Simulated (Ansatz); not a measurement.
C2HF3O (`FC1OC1(F)F`), relaxed with RKS PBE0-D4/def2-TZVP in the Gaussian-basis code of Ansatz from a PBE-D4/def2-SVP geometry. The force threshold is 0.005 eV/Å; the program also tests the step.

The species carries charge 0 and has multiplicity 1.

Start:

```xyz
7

F    -1.765    0.410    0.258
C    -0.540    0.444   -0.299
O     0.525    0.891    0.566
C     0.513   -0.439    0.195
F     0.280   -1.336    1.161
F     1.539   -0.854   -0.565
H    -0.552    0.884   -1.315
```

Task: How much energy does the relaxation release, and in how many steps? (Estimate.)

Result: Computed: 3.93 kJ/mol, in 4 steps.

Task: Which bonds change most? (An estimate is asked.)

Result: Computed: C2–H7 from 1.107 to 1.086 Å; C2–O3 from 1.443 to 1.424 Å; C4–F5 from 1.339 to 1.322 Å; C2–C4 from 1.461 to 1.445 Å.

Task: Give the relaxed structure. (An estimate is asked.)

Result: Computed: 
```xyz
7

F    -1.745    0.408    0.256
C    -0.533    0.441   -0.299
O     0.515    0.880    0.559
C     0.506   -0.435    0.192
F     0.281   -1.321    1.147
F     1.521   -0.844   -0.557
H    -0.544    0.871   -1.297
```
